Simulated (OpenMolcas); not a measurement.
# A workflow on NOF (nitrosyl fluoride)

We compute a single-point energy (UHF/STO-3G), then the energy (CASSCF(4,4)/STO-3G), then a single-point energy (CASPT2(4,4)/STO-3G), then the energy (SC-NEVPT2(4,4)/STO-3G), then the energy (MRCI(4,4)/STO-3G) of NOF (nitrosyl fluoride). 

Program for the calculation: OpenMolcas 26.06.

5 further runs of the same task are left out: 5 that didn't finish.

### Step 1. The structure to begin with

NOF has 3 atoms, charge 0, and is taken as a singlet. SMILES: `O=NF`. The N2–F3 distance was set to 2.611 Å, away from the relaxed value. At this shape a bond of the SMILES string is far longer than usual.

Bond lengths: O1–N2 1.139 Å.

### Step 2. A single-point energy at UHF/STO-3G (run 1)

Contents of step1.inp:

```
&gateway
baslib=$CurrDir
coord
3
angstrom
O        1.763045      -0.297072       0.939362
N        1.029075      -1.021782       0.456602
F       -1.028520       0.238580      -0.540950
basis=STO-3G
group=NoSym
&seward
&scf
uhf
scramble=0.25
prorbitals=1 1
```

The basis set STO-3G is read from a file made from the Basis Set Exchange's data (not shown).

Launch:

```sh
$ export MOLCAS_MEM=1860
$ pymolcas step1.inp > step1.log
```

Log:

```text
--- Start Module: gateway ---
[...]
--- Stop Module: gateway /rc=_RC_ALL_IS_WELL_ ---
--- Start Module: seward ---
[...]
      Basis functions           15
--- Stop Module: seward /rc=_RC_ALL_IS_WELL_ ---
--- Start Module: scf ---
[...]
       Convergence after  43 Iterations
[...]
::    Total SCF energy                               -225.5131981820
[...]
      Total spin, S                                     0.6849561434
[...]
      Total electronic charge=   24.000000
      Total            charge=   -0.000000
[...]
      Dipole Moment (debye):
      Origin of the operator (angstrom)=    0.4708   -0.2965    0.2274
                   X=  1.8063E-01               Y=  1.5327E-01               Z=  1.1609E-01           Total=  2.6381E-01
      Quadrupole Moment (debye*angstrom):
[...]
--- Stop Module: scf /rc=_RC_ALL_IS_WELL_ ---
[...]
```

It took 1.4 s on 1 thread of Intel Xeon 6975P-C (Granite Rapids), shared host; peak memory 0.37 GiB.

### Step 3. The energy at CASSCF(4,4)/STO-3G (run 2)

Contents of step2.input:

```
&GATEWAY
 BASLIB=$CurrDir
 COORD
 3
 angstrom
 O        1.763045      -0.297072       0.939362
 N        1.029075      -1.021782       0.456602
 F       -1.028520       0.238580      -0.540950
 BASIS=STO-3G
 GROUP=NoSym

&SEWARD

&RASSCF
 FILEORB=$CurrDir/step1.UnaOrb
 SPIN=1
 NACTEL=4 0 0
 INACTIVE=10
 RAS2=4
 ORBLISTING=Nothing
```

The basis set STO-3G is read from a file made from the Basis Set Exchange's data (not shown).

Launch:

```sh
$ export MOLCAS_MEM=1860
$ pymolcas step2.input > step2.log
```

Log:

```text
--- Start Module: gateway ---
[...]
--- Stop Module: gateway /rc=_RC_ALL_IS_WELL_ ---
--- Start Module: seward ---
[...]
      Basis functions           15
--- Stop Module: seward /rc=_RC_ALL_IS_WELL_ ---
--- Start Module: rasscf ---
[...]
      Number of active orbitals                  4
[...]
      Spin quantum number                      0.0
[...]
      Active orbitals                            4
[...]
      Number of CSFs                            20
[...]
      Number of root(s) required                 1
[...]
      Convergence after 16 iterations
[...]
      printout of CI-coefficients larger than  0.05 for root  1
      energy=    -225.559480
      conf/sym  1111     Coeff  Weight
             1  2200  -0.73083 0.53411
             6  2020   0.64114 0.41106
            14  0202   0.17313 0.02997
            20  0022  -0.15141 0.02292
      Natural orbitals and occupation numbers for root  1
      sym 1:   1.892268   1.130104   0.869895   0.107732
      ************************************************************************************************************************
      *                                                    Final results                                                     *
[...]
::    RASSCF root number  1 Total energy:   -225.55947979
[...]
      Total electronic charge=   24.000000
      Total            charge=   -0.000000
[...]
      Dipole Moment (debye):
      Origin of the operator (angstrom)=    0.4708   -0.2965    0.2274
                   X=  2.8784E-01               Y=  2.4701E-01               Z=  1.8526E-01           Total=  4.2212E-01
      Quadrupole Moment (debye*angstrom):
[...]
--- Stop Module: rasscf /rc=_RC_ALL_IS_WELL_ ---
[...]
```

Wall time 1.2 s (1 thread of Intel Xeon 6975P-C (Granite Rapids), shared host); peak memory 0.37 GiB.

### Step 4. A single-point energy at CASPT2(4,4)/STO-3G (run 3)

Contents of step3.inp:

```
* FNO CASPT2
>>> EXPORT MOLCAS_PRINT=2
&GATEWAY
BASLIB=$CurrDir
COORD
3
angstrom
O        1.763045      -0.297072       0.939362
N        1.029075      -1.021782       0.456602
F       -1.028520       0.238580      -0.540950
BASIS=STO-3G
GROUP=NoSym
&SEWARD
&RASSCF
FILEORB=$CurrDir/step2.RasOrb
SPIN=1
NACTEL=4 0 0
INACTIVE=10
RAS2=4
ORBLISTING=Nothing
&CASPT2
IMAGINARY=0.1
FROZEN=3
```

The basis set STO-3G is read from a file made from the Basis Set Exchange's data (not shown).

Launch:

```sh
$ export MOLCAS_MEM=1860
$ pymolcas step3.inp > step3.log
```

Log:

```text
--- Start Module: gateway ---

                                              &GATEWAY

                       available to each process: 1.9 GB of memory, 1 thread

 Basis Set     1 Label: O.STO-3G
 Basis set is read from library:.
 basistype.tbl is not found

 Basis Set     2 Label: N.STO-3G
 Basis set is read from library:.
 basistype.tbl is not found

 Basis Set     3 Label: F.STO-3G
 Basis set is read from library:.
 basistype.tbl is not found

++    Symmetry information:
      ---------------------

                    Character Table for C1

                             E
                    a        1  x, y, xy, Rz, z, xz, Ry, yz, Rx, I
--

++    Basis set information:
      ----------------------

      Basis set label: O.STO-3G.........

[... 116 lines left out ...]
      Nuclear repulsion energy =   50.67778540
[... 85 lines left out ...]
      Note: transformation to natural orbitals
[... 4 lines left out ...]
      conf/sym  1111     Coeff  Weight
[... 12 lines left out ...]
++    Final optimization conditions:
[... 16 lines left out ...]
::    RASSCF root number  1 Total energy:   -225.55947981
[... 42 lines left out ...]
      Natural orbitals for root   1 are written to the RASORB.1 file
[... 53 lines left out ...]
      Imaginary shift                            0.10
[... 11 lines left out ...]
++ CASPT2 computation for group   1

********************************************************************************
 Multi-State initialization phase begins for group   1
--------------------------------------------------------------------------------
********************************************************************************
 Compute H0 matrices for state    1
--------------------------------------------------------------------------------
--------------------------------------------------------------------------------
 H0 matrices have been computed.

********************************************************************************
  CASPT2 EQUATION SOLUTION
--------------------------------------------------------------------------------
 Invalid disk address                    -8
 I/O error in DaFile_checkarg
 Unit =                    45

--- Stop Module: caspt2 /rc=-6 ---

.########################.
.# Non-zero return code #.
.########################.

    Timing: Wall=1.02 User=0.73 System=0.27
```

Run time: 1.2 s. Hardware: 1 thread of Intel Xeon 6975P-C (Granite Rapids), shared host; peak memory 0.37 GiB.

The run ended with an error.

### Step 5. A single-point energy at SC-NEVPT2(4,4)/STO-3G (run 4)

Contents of step4.inp:

```
&GATEWAY
  BasLib
  $CurrDir
  Coord
  3
  angstrom
  O        1.763045      -0.297072       0.939362
  N        1.029075      -1.021782       0.456602
  F       -1.028520       0.238580      -0.540950
  Basis
  STO-3G
  Group
  NoSym

&SEWARD

&RASSCF
  FileOrb
  $CurrDir/step2.RasOrb
  Spin
  1
  Nactel
  4 0 0
  Inactive
  10
  Ras2
  4
  OrbListing
  Nothing

&CASPT2
  SC-NEVPT2
  Frozen
  3
```

The basis set STO-3G is read from a file made from the Basis Set Exchange's data (not shown).

Launch:

```sh
$ export MOLCAS_MEM=1860
$ pymolcas step4.inp > step4.log
```

Log:

```text
--- Start Module: gateway ---
[...]
--- Stop Module: gateway /rc=_RC_ALL_IS_WELL_ ---
[...]
      Basis functions           15
[...]
--- Start Module: rasscf ---
[...]
      Number of active orbitals                  4
[...]
      Spin quantum number                      0.0
[...]
      Active orbitals                            4
[...]
      Number of CSFs                            20
[...]
      Number of root(s) required                 1
[...]
      Convergence after  4 iterations
[...]
      printout of CI-coefficients larger than  0.05 for root  1
      energy=    -225.559480
      conf/sym  1111     Coeff  Weight
             1  2200  -0.73083 0.53411
             6  2020   0.64114 0.41106
            14  0202   0.17313 0.02997
            20  0022  -0.15140 0.02292
      Natural orbitals and occupation numbers for root  1
      sym 1:   1.892275   1.130101   0.869898   0.107725
      ************************************************************************************************************************
      *                                                    Final results                                                     *
[...]
::    RASSCF root number  1 Total energy:   -225.55947981
[...]
      Total electronic charge=   24.000000
      Total            charge=   -0.000000
[...]
      Dipole Moment (debye):
      Origin of the operator (angstrom)=    0.4708   -0.2965    0.2274
                   X=  2.8798E-01               Y=  2.4711E-01               Z=  1.8534E-01           Total=  4.2231E-01
      Quadrupole Moment (debye*angstrom):
[...]
--- Stop Module: rasscf /rc=_RC_ALL_IS_WELL_ ---
--- Start Module: caspt2 ---
[...]
 ###    WARNING: User changed nr of frozen orbitals.                         ###
 ###############################################################################
[...]
      E2 (Variational):          -0.0650936646
[...]
      E2 (Variational):          -0.0647897097
      Total energy:            -225.6242695176
[...]
      Reference weight:           0.97263
[...]
::    SC-NEVPT2 Root  1     Total energy:   -225.62426952
[...]
--- Stop Module: caspt2 /rc=_RC_ALL_IS_WELL_ ---
[...]
```

Wall time 1.1 s (1 thread of Intel Xeon 6975P-C (Granite Rapids), shared host); peak memory 0.37 GiB.

### Step 6. A single-point energy at MRCI(4,4)/STO-3G (run 5)

Contents of step5.inp:

```
* FNO MRCI
>>> EXPORT MOLCAS_PRINT=2
&GATEWAY
BASLIB=$CurrDir
COORD
3
angstrom
O        1.763045      -0.297072       0.939362
N        1.029075      -1.021782       0.456602
F       -1.028520       0.238580      -0.540950
BASIS=STO-3G
GROUP=NoSym
&SEWARD
&RASSCF
FILEORB=$CurrDir/step2.RasOrb
SPIN=1
NACTEL=4 0 0
INACTIVE=10
RAS2=4
ORBLISTING=Nothing
&MOTRA
LUMORB
FROZEN=3
&GUGA
ELECTRONS=18
SPIN=1
INACTIVE=7
ACTIVE=4
CIALL=1
&MRCI
SDCI
```

The basis set STO-3G is read from a file made from the Basis Set Exchange's data (not shown).

Launch:

```sh
$ export MOLCAS_MEM=1860
$ pymolcas step5.inp > step5.log
```

Log:

```text
--- Start Module: gateway ---
[...]
--- Stop Module: gateway /rc=_RC_ALL_IS_WELL_ ---
[...]
      Basis functions           15
[...]
      Number of active orbitals                  4
[...]
      Spin quantum number                      0.0
[...]
      Active orbitals                            4
[...]
      Number of CSFs                            20
[...]
      Number of root(s) required                 1
[...]
      Convergence after  4 iterations
[...]
      printout of CI-coefficients larger than  0.05 for root  1
      energy=    -225.559480
      conf/sym  1111     Coeff  Weight
             1  2200  -0.73083 0.53411
             6  2020   0.64114 0.41106
            14  0202   0.17313 0.02997
            20  0022  -0.15140 0.02292
      Natural orbitals and occupation numbers for root  1
      sym 1:   1.892275   1.130101   0.869898   0.107725
      ************************************************************************************************************************
      *                                                    Final results                                                     *
[...]
::    RASSCF root number  1 Total energy:   -225.55947981
[...]
      Dipole Moment (debye):
      Origin of the operator (angstrom)=    0.4708   -0.2965    0.2274
                   X=  2.8798E-01               Y=  2.4711E-01               Z=  1.8534E-01           Total=  4.2231E-01
      Quadrupole Moment (debye*angstrom):
[...]
      *** WARNING: Default frozen orbitals is overwritten by user input.
      *** Default values:   3
[...]
--- Start Module: guga ---
[...]
--- Stop Module: guga /rc=_RC_ALL_IS_WELL_ ---
--- Start Module: mrci ---
[...]
       (But an ACPF correction will be computed)
       USE THE DEFAULT ACPF G-VALUE GFAC=  0.11111111111111110
[...]
                      CI ENERGY:  -225.63919062
[...]
                ACPF CORRECTION:    -0.00384828
[...]
      Total electronic charge=   24.000000
      Total            charge=   -0.000000
[...]
     ACPF CORRECTION:     -0.00384828
[...]
  CI State   1     Total energy:   -225.63919062     QDav:     -0.00435560     QACPF:     -0.00384828
[...]
--- Stop Module: mrci /rc=_RC_ALL_IS_WELL_ ---
[...]
```

Run time: 2 s. Hardware: 1 thread of Intel Xeon 6975P-C (Granite Rapids), shared host; peak memory 0.37 GiB.

### Step 7. What came out

| quantity | value |
| --- | --- |
| run 1, UHF/STO-3G: total energy | -225.51320 Eh |
| run 1, UHF/STO-3G: dipole moment | 0.26 D |
| run 1, UHF/STO-3G: HOMO energy | -8.79 eV |
| run 1, UHF/STO-3G: LUMO energy | 6.55 eV |
| run 1, UHF/STO-3G: HOMO–LUMO gap | 15.34 eV |
| run 1, UHF/STO-3G: ⟨S²⟩ | 1.154 |
| run 2, CASSCF(4,4)/STO-3G: total energy | -225.55948 Eh |
| run 2, CASSCF(4,4)/STO-3G: dipole moment (CASSCF density) | 0.42 D |
| run 4, SC-NEVPT2(4,4)/STO-3G: total energy | -225.62427 Eh |
| run 4, SC-NEVPT2(4,4)/STO-3G: dipole moment (CASSCF density) | 0.42 D |
| run 5, MRCI(4,4)/STO-3G: total energy | -225.63919 Eh |
| run 5, MRCI(4,4)/STO-3G: dipole moment (CASSCF density) | 0.42 D |
| run 3, CASPT2(4,4)/STO-3G | no result (crashed) |

**Reading.** ⟨S²⟩ (run 1, UHF/STO-3G) is 1.15 where a pure singlet has 0.00: the reference is spin-contaminated. 1 of the 5 runs did not end normally.
